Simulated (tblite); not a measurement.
Species: C3H3P3.
InChI=1S/C3H3P3/c1-4-2-6-3-5-1/h1-3H

Level: GFN2-xTB in tblite, geometry and Hessian alike; calculated harmonic values, unscaled, isolated species. The method is semi-empirical: single wavenumbers can be off by several per cent or more.

Harmonic wavenumbers (cm⁻¹): 142.4, 142.6, 326.4, 326.4, 361.7, 542.0, 701.1, 711.4, 749.6, 749.7, 763.3, 763.7, 889.7, 1037.4, 1037.7, 1171.7, 1271.1, 1271.2, 2979.6, 2980.5, 2982.3.

A = 2363, B = 2363, C = 1181 MHz; mass 131.945 u (most abundant isotopes); point group D3h, symmetry number 6.

Question: Zero-point energy?

Answer: ½Σν̃ = 10951 cm⁻¹ = 31.31 kcal/mol.

Question: Entropy at 350 K, 1 bar (ideal gas, RRHO, classical rotation)?

Answer: Translation 41.37, rotation 25.20, vibration 14.56: S = 81.1 cal/(mol K).

Question: And Cp and H(350 K) − H(0)?

Answer: Cp = 26.79 cal/(mol K), of which vibrations give 18.84 (their classical limit is 21 R = 41.7); H(350 K) − H(0) = 5.81 kcal/mol without the zero-point energy, 3.03 from vibrations.

Question: How do the functions run with temperature in this model?

Answer: 
```tsv
T (K)	S (cal/(mol K))	Cp (cal/(mol K))	H − H(0) (kcal/mol)	G − H(0) (kcal/mol)	ln q(vib)
50	51.4	9.1	0.41	-2.16	0.03
100	58.6	12.0	0.94	-4.93	0.30
298.15	77.1	24.0	4.49	-18.48	2.34
373.15	82.9	27.9	6.45	-24.48	3.26
500	91.8	32.8	10.32	-35.57	4.88
750	106.3	38.5	19.31	-60.40	7.98
1000	117.8	41.7	29.36	-88.46	10.82
```

q(vib) and H(0) count from the zero-point level.

Question: What must be added to the electronic energy to get the Gibbs energy at 350 K and 1 bar?

Answer: ZPE + [H(350 K) − H(0)] − T·S = 31.31 + 5.81 − 28.39 = 8.73 kcal/mol.

Question: Blend soft modes into free rotors: weight 1/[1 + (100 cm⁻¹/ν̃)⁴] for the oscillator and the rest for a rotor with moment μB/(μ + B), μ = h/(8π²ν), B = 10⁻⁴⁴ kg m². What vibrational entropy results?

Answer: 14.41 cal/(mol K) in place of 14.56, which changes −T·S at 350 K by +0.05 kcal/mol.

Question: Which modes carry the vibrational entropy at 350 K?

Answer: 142.4 cm⁻¹: 3.08; 142.6 cm⁻¹: 3.08; 326.4 cm⁻¹: 1.55; 326.4 cm⁻¹: 1.55; 361.7 cm⁻¹: 1.37; 542.0 cm⁻¹: 0.76 cal/(mol K); the other 15 give 3.18 together.

Hindered rotation and anharmonicity are outside this model.

Time: 0.19 s of wall time. Hardware: one thread of an Arm Neoverse V2, shared host with 96 logical CPUs at a one-minute load of 45. The figure is for the frequency step alone.
